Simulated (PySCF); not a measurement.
# Ne: ionisation energy

Ne [Ne] (1S) → Ne⁺ [He] 2s2 2p5 (2P), as a difference of total energies. All numbers are calculated (PySCF 2.14, no relativity, point nucleus, in cc-pVTZ (4s3p2d1f, 30 functions)). Correlated levels: valence: 1s2 frozen. The calculations carry no spin-orbit coupling.

```json
{"method": "UHF", "ionisation energy (eV)": "19.673"}
{"method": "MN15", "ionisation energy (eV)": "21.659"}
{"method": "LDA", "ionisation energy (eV)": "22.089"}
{"method": "MP2 (valence)", "ionisation energy (eV)": "21.510"}
{"method": "SCS-MP2 (valence)", "ionisation energy (eV)": "21.365"}
{"method": "CCSD (valence)", "ionisation energy (eV)": "21.252"}
{"method": "CCSD(T) (valence)", "ionisation energy (eV)": "21.299"}
```

Problem. How much does correlation contribute at CCSD(T) (valence)?

Solution. 21.299 − (19.673) = 1.626 eV, measured against UHF.

Errors of the correlated levels include the incompleteness of this basis and the frozen core.

For comparison: 21.597 eV (measured; NIST levels, between the centres of gravity of the two terms).
